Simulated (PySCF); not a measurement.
Compound: C5H6O.
Bonds: C1–C2 (double), C2–C3, C3–O4 (double), C3–C5, C5–C6 (double). Hydrogens: H7, H8 on C1; H9 on C2; H10 on C5; H11, H12 on C6.

A linear-response calculation (PySCF, def2-SVPD basis, gas phase, vertical, core orbitals frozen in the response) gave these numbers; the functional is withheld.

Orbital energies (eV): HOMO-3 -12.15, HOMO-2 -9.60, HOMO-1 -9.47, HOMO -8.99, LUMO -1.27, LUMO+1 1.26, LUMO+2 1.43.

```json
{"state": "S1", "E (eV)": "3.43", "f": "0.0000", "main configurations (H = HOMO, L = LUMO)": "H→L (96%)"}
{"state": "S2", "E (eV)": "5.47", "f": "0.0076", "main configurations (H = HOMO, L = LUMO)": "H-1→L (98%)"}
{"state": "S3", "E (eV)": "5.56", "f": "0.481", "main configurations (H = HOMO, L = LUMO)": "H-2→L (98%)"}
{"state": "S4", "E (eV)": "6.70", "f": "0.0002", "main configurations (H = HOMO, L = LUMO)": "H→L+1 (87%), H-3→L (11%)"}
{"state": "S5", "E (eV)": "7.03", "f": "0.0006", "main configurations (H = HOMO, L = LUMO)": "H-3→L (81%), H→L+1 (12%)"}
{"state": "S6", "E (eV)": "7.11", "f": "0.0000", "main configurations (H = HOMO, L = LUMO)": "H-4→L (88%)"}
```

Triplets (Tamm–Dancoff): T1 3.01 eV, H→L (95%); T2 3.30 eV, H-1→L (84%), H-2→L+1 (13%); T3 3.56 eV, H-2→L (80%), H-1→L+1 (16%); T4 5.75 eV, H-2→L+1 (40%), H-6→L (38%), H-1→L+7 (11%).

Vertical ionisation energy by ΔSCF with the same functional: 9.64 eV. Mean static polarisability: 66.2 au.

Problem. Name the functional.
A. CAM-B3LYP
B. HF
C. B3LYP
D. PBE

Solution. A. CAM-B3LYP is range-separated, 19% exact exchange at short range and 65% at long range (ω = 0.33 bohr⁻¹). In this run −ε(HOMO) = 8.99 eV differs from the ΔSCF value by -0.65 eV, and S1 differs from the orbital gap of 7.73 eV by -4.29 eV. The ratio −ε(HOMO)/IP is 0.93. Small neutral molecules mostly give 0.85 to 0.93 with CAM-B3LYP, 0.5 to 0.7 with PBE, 0.67 to 0.83 with B3LYP; with Hartree–Fock the ratio is 1 or more (Koopmans' value less the relaxation energy is the ΔSCF value).

The calculation used TDDFT CAM-B3LYP/def2-SVPD, vertical, gas phase, core orbitals frozen in the response in PySCF. One conformer (not necessarily the lowest) at the PBE0-D3(BJ)/def2-SVP geometry, without solvent, vibrations or thermal averaging.

Shape of the structure used: `[CH2:1]=[CH:2][C:3](=[O:4])[CH:5]=[CH2:6]`: C1–C2–C3–O4 0°, C2–C3–C5–C6 180°.
